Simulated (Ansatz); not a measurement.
## Lithium, bcc: convergence with the plane-wave cutoff

Computed with Ansatz, LDA, scalar-relativistic PAW, on the relaxed cell (a = 3.363 Å; spin not included). Errors count from a run at 420 eV on a Γ-centred 22×22×22 mesh with Fermi-Dirac smearing of 0.1 eV, extrapolated to zero width. Fixed here: mesh 13×13×13, Fermi-Dirac width 0.1 eV. The pressure holds a Pulay correction and is unreliable far below the recommended cutoff. The SCF starts from atomic densities corrected by a trained network.

| cutoff (eV) | E(σ→0) error (meV/atom) | P (GPa) | SCF iterations |
| --- | --- | --- | --- |
| 150 | 1333.7 | 0.56 | 6 |
| 200 | 211.5 | 0.12 | 6 |
| 250 | 23.6 | -0.01 | 6 |
| 300 | 0.9 | -0.01 | 6 |
| 350 | -0.9 | -0.02 | 6 |
| 420 | -1.0 | -0.02 | 6 |
| 500 | -1.1 | -0.02 | 6 |
| 600 | -1.2 | -0.02 | 6 |
| 800 | -1.2 | -0.02 | 6 |

Within 5 meV/atom of the last row: from 300 eV on.
